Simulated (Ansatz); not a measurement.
Two structures of SiNH5F, doublet, reached by relaxing down either side of one saddle point (PBE0-D4/def2-TZVP). Energies are electronic, without zero-point energy. Ansatz 0.2.0; basis: def2-TZVPP and def2-QZVPP; cores frozen in the correlated methods; orbitals are unrestricted. Extrapolation: Hartree–Fock as exp(−7.88 √X), correlation as X^−2.97. First:

```xyz
8
angstrom
H -0.5881 0.2780 1.5593
Si -0.8751 0.8923 0.2452
F -1.3356 -0.2358 -0.8006
N 1.3521 -1.1199 -0.1880
H 0.2820 1.6395 -0.2926
H -2.0354 1.8129 0.3769
H 2.2875 -1.5121 -0.0378
H 0.9126 -1.7551 -0.8625
```

Second:

| atom | x (Å) | y (Å) | z (Å) |
| --- | --- | --- | --- |
| H1 | 1.7239 | -0.6173 | 0.6093 |
| Si2 | -0.7995 | 1.2641 | 0.0396 |
| F3 | -0.5894 | 0.7278 | -1.4612 |
| N4 | 1.3057 | -1.4250 | 0.1658 |
| H5 | -1.4473 | 2.6026 | -0.0611 |
| H6 | -1.6786 | 0.2963 | 0.7537 |
| H7 | 0.4971 | -1.6993 | 0.7087 |
| H8 | 0.9880 | -1.1494 | -0.7548 |

(1) Which bonds change from the first to the second?

(2) Give the saddle point's structure and its height above each. (An estimate is asked for; the value comes from the calculation.)

The T1 diagnostic stays at or below 0.018. ⟨S²⟩ of the unrestricted Hartree–Fock references: 0.75 to 0.77 (a pure state has 0.75).

Answers

(1) SiH₃F ([F][SiH3]) + NH₂ → SiH₂F ([F][SiH2]) + NH₃; bonds formed: H1–N4; bonds broken: H1–Si2.

(2) By the calculation: 8.82 kcal/mol above the first and 22.99 kcal/mol above the second (CCSD(T) at an estimated basis limit (MP2 extrapolated from triple and quadruple zeta, plus CCSD(T) − MP2 in triple zeta)).
| atom | x (Å) | y (Å) | z (Å) |
| --- | --- | --- | --- |
| H1 | 0.4415 | -0.0445 | 0.3291 |
| Si2 | -0.8049 | 0.8730 | 0.0191 |
| F3 | -1.3117 | 0.5267 | -1.4621 |
| N4 | 1.4991 | -1.1625 | 0.3306 |
| H5 | -0.4318 | 2.3092 | 0.0556 |
| H6 | -1.9153 | 0.5890 | 0.9631 |
| H7 | 0.8436 | -1.9430 | 0.4438 |
| H8 | 1.6795 | -1.1479 | -0.6792 |

Radical steps of this kind take place in plasma deposition and etching.

Labels in which every atom is bracketed show which atoms are joined, not bond orders.

For scale, one of the runs: CCSD(T)/def2-TZVPP, 174 basis functions, launched by `ansatz run in.yaml --threads 4 --pin off --events-out ev --progress --plain --max-ram 9574MiB`. Hardware: 4 CPU threads of an Intel Xeon 6975P-C, shared host. Wall time 26 s; peak host memory 4.2 GiB.
